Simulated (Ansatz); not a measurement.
PNH4 (SMILES N=[PH3]): the electronic atomisation energy, rung by rung

PNH4 has 6 atoms, charge 0, and is taken as a singlet. SMILES: `N=[PH3]`. The shape is that of a GFN2-xTB optimisation.

Each level gives the electronic atomisation energy (eV). The values are calculated. Electronic energies at fixed atoms, without zero-point motion or spin-orbit coupling.

```tsv
level	kind	program	value (eV)	less FCI/STO-3G	CPU time (all runs)
HF/STO-3G	Hartree–Fock	Ansatz	9.47	-3.39	0.24 s
BLYP/STO-3G	GGA	Ansatz	17.92	+5.06	1.8 s
r2SCAN/STO-3G	meta-GGA	Ansatz	17.09	+4.23	4.5 s
BHLYP/STO-3G	global hybrid	Ansatz	16.14	+3.28	1.6 s
wB97X/STO-3G	range-separated hybrid	Ansatz	16.73	+3.87	7.9 s
RPA@PBE/STO-3G	RPA	Ansatz	13.30	+0.44	2.9 s
MP2/STO-3G	perturbation theory	Ansatz	11.96	-0.90	0.26 s
BCCD(T)/STO-3G	coupled cluster or CI	Ansatz	12.85	-0.01	0.49 s
FCI/STO-3G	exact in the basis	Ansatz	12.86	0.00	3.2 s
```

FCI/STO-3G is exact within its basis and frozen core, so for wave-function methods in that basis the difference is their error; functionals converge differently with the basis, so for them it is only a difference. The values span 9.47 to 17.92 eV. All rows use very small basis sets, so even the best lies far from the true value. Times are those of the runs behind each value, whatever else they computed, on shared processors of several kinds: orders of magnitude only.
